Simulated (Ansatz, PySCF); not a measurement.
This Ansatz (a program for electronic structure) input computes a CCSD(T)/cc-pVDZ energy:

Ansatz 0.2 input:
```yaml
crystal:
  periodic: [false, false, false]
  atoms:
    - {symbol: C, position_ang: [-0.02532157, 0.79659948, 0.00616620]}
    - {symbol: O, position_ang: [-0.00968659, -0.72153609, 0.05677689]}
    - {symbol: H, position_ang: [-1.07603513, 1.05857315, 0.06196596]}
    - {symbol: H, position_ang: [0.88071834, -1.11904627, 0.10703011]}
    - {symbol: H, position_ang: [0.51569145, 1.10272426, 0.89461166]}
    - {symbol: H, position_ang: [0.44963847, 1.10891103, -0.91835118]}
    - {symbol: H, position_ang: [-0.54059096, -1.15847037, -0.63646886]}
basis:
  gaussian:
    orbitals: cc-pVDZ
total_charge: 1
magnetization: {spin_polarized: false}
correlation: {method: ccsd_t, electrons: outside_noble_gas}
```

### Question
Write an input for the same energy in PySCF and say what it gives.

### Answer

```python
from pyscf import gto, scf, mp, cc as ccmod

mol = gto.M(
    atom='''
    C    -0.02532157    0.79659948    0.00616620
    O    -0.00968659   -0.72153609    0.05677689
    H    -1.07603513    1.05857315    0.06196596
    H     0.88071834   -1.11904627    0.10703011
    H     0.51569145    1.10272426    0.89461166
    H     0.44963847    1.10891103   -0.91835118
    H    -0.54059096   -1.15847037   -0.63646886
    ''',
    basis='cc-pvdz',
    charge=1,
    spin=0,
    verbose=4,
)

mf = scf.RHF(mol)
mf.conv_tol = 1e-10
mf.max_cycle = 100
mf.kernel()
mp2 = mp.MP2(mf, frozen=2).run()
cc = ccmod.CCSD(mf, frozen=2)
cc.max_cycle = 100
cc.kernel()
et = cc.ccsd_t()
print(f'E(CCSD(T)) = {cc.e_tot + et:.9f}')
```
It gives -115.72828 Eh, and Ansatz -115.72828 Eh, a difference of 0.00 mEh.

It need not be the lowest isomer of its formula.
